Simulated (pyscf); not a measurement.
Optimised with ωB97X-D3(BJ)/def2-SVP in PySCF.

Q: How much does it cost (ΔH, 298 K, ωB97M-D3(BJ)/def2-TZVP) to split H₃C–Se–CH(CH₃)–CH₃ at its C–Se bond into H₃C–Se• + H₃C–CH•–CH₃?

A: C–Se to H₃C–Se• + H₃C–CH•–CH₃: 60.3 kcal/mol. The 7 functionals that were run give +55.7 (r²SCAN) to +63.7 kcal/mol (ωB97X-D3(BJ)). Other isomers of H₃C–Se•, H₃C–CH•–CH₃ were not searched in full and may lie lower. Elements up to Kr have no core potential and no relativistic terms here.
